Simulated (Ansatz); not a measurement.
Basis-set series for CH$_{3}$BCl, SMILES `C[B]Cl` radical. Total charge 0; spin multiplicity 2. The geometry is a stationary point of PBE0-D4/def2-TZVP.

Cartesian coordinates in Å:
```
C -0.472 -0.069 -0.258
B 0.760 -0.540 0.544
Cl 2.124 0.429 0.975
H -1.194 0.315 0.477
H -0.249 0.748 -0.951
H -0.970 -0.882 -0.788
```

| functional | basis | functions | energy (Eh) | HOMO (eV) | LUMO (eV) |
| --- | --- | --- | --- | --- | --- |
| PBE0-D4 | def2-SVP | 61 | -524.50441 | -5.55 | -1.26 |
| PBE0-D4 | def2-TZVPP | 146 | -524.73233 | -5.68 | -1.42 |
| ωB97M-V | def2-SVP | 61 | -524.67075 | -7.36 | 0.60 |
| ωB97M-V | def2-TZVPP | 146 | -524.90132 | -7.53 | 0.16 |

Give the rows for def2-QZVPP. (An estimate is asked.)

Ansatz gave: 
```json
{"functional": "PBE0-D4", "basis": "def2-QZVPP", "functions": "274", "energy (Eh)": "-524.74969", "HOMO (eV)": "-5.71", "LUMO (eV)": "-1.46"}
{"functional": "ωB97M-V", "basis": "def2-QZVPP", "functions": "274", "energy (Eh)": "-524.91792", "HOMO (eV)": "-7.57", "LUMO (eV)": "0.08"}
```

HOMO and LUMO are taken over both spins. Positive LUMOs are unbound and depend on the basis.
